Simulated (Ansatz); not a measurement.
# SiH₄S (triplet): from Hartree-Fock to the top rungs at distance Si1–H5 along a hydrogen transfer = 2.074 Å, cc-pVDZ

The task here is to estimate one member of a computed series from the others.

Program: Ansatz 0.2.0, Gaussian basis. Level of theory: cc-pVDZ, core rule «outside noble gas», up to 10 orbitals frozen. These are calculated values, not measurements.

To be run: UHF; CCSD(T) on ROHF; CCSD(T) on UHF; BCCD(T) on ROHF; CISD; CCSDT(Q) on ROHF; CCSDT(Q) on UHF; CASSCF and MRCISD+Q, 4 electrons in 4 orbitals; CASSCF and NEVPT2, 4 electrons in 4 orbitals.

11 further runs of the same task are left out: 1 for a mislabelled method, 7 that didn't finish, 3 set aside as unsound or not needed.

### What is computed

The geometry derives from fragments relaxed apart (PBE0/def2-TZVP) and kept rigid, so it is no stationary point. A hydrogen atom is moved between rigid fragments.

6 atoms, charge 0, spin multiplicity 3.

Atoms are counted from 1 here; the program's logs count them from 0.

Bond lengths: Si1–H2 1.485 Å, Si1–H3 1.485 Å, Si1–H4 1.485 Å, H5–S6 1.616 Å. Angles: H2–Si1–H3 109.5°, H2–Si1–H4 109.5°, H3–Si1–H4 109.5°.

Set-up of the first run:

in.yaml

```yaml
crystal:
  periodic: [false, false, false]
  atoms:
    - {symbol: Si, position_ang: [-1.852754, 0.000000, 0.000000]}
    - {symbol: H, position_ang: [-2.347625, 1.399708, 0.000001]}
    - {symbol: H, position_ang: [-2.347625, -0.699854, 1.212183]}
    - {symbol: H, position_ang: [-2.347625, -0.699854, -1.212182]}
    - {symbol: H, position_ang: [0.221246, 0.000000, 0.000000]}
    - {symbol: S, position_ang: [1.837246, 0.000000, 0.000000]}
basis:
  gaussian: {orbitals: cc-pVDZ}
magnetization: {spin_polarized: true, initial_magnetization: 2}
hamiltonian: {xc: hf}
output: {orbitals: {seedname: orbitals}}
```

Started as:

```sh
$ ansatz run in.yaml --threads 1 --pin off --events-out ev --progress --plain --max-ram 2393MiB
```

Among the steps run: UHF; CCSD(T) on ROHF; CCSD(T) on UHF; BCCD(T) on ROHF; CISD; CCSDT(Q) on ROHF; CCSDT(Q) on UHF; CASSCF and MRCISD+Q, 4 electrons in 4 orbitals; CASSCF and NEVPT2, 4 electrons in 4 orbitals.

One table of the session follows, with a row left open; its other results are not shown here.

| method | from UCCSDT(Q) (meV) |
| --- | --- |
| ROHF | +7647.8 |
| UHF | +7339.6 |
| RMP2 | +1500.3 |
| UMP2 | +1542.3 |
| CISD | +921.3 |
| RCCSD | ? |
| UCCSD | +195.9 |
| RCCSD(T) | +41.7 |
| UCCSD(T) | +43.0 |
| BCCD(T) | +41.9 |
| RCCSDT | +9.4 |
| UCCSDT | +8.6 |
| RCCSDT(Q) | +0.3 |
| UCCSDT(Q) | 0 |
| CASSCF pair | +6943.1 |
| NEVPT2 pair | +1394.9 |
| MRCISD pair | +759.7 |
| MRCISD+Q pair | +57.1 |

Q: Estimate the row for RCCSD from the others.

As computed: from UCCSDT(Q) (meV): +204.2. In the column «from UCCSDT(Q) (meV)» it lies between UCCSD (+195.9) and MRCISD pair (+759.7).

Limits of these values: Restricted and unrestricted rows rest on different reference determinants; where their highest levels disagree by more than a few hundredths of an eV, they describe different states and don't form one ladder.
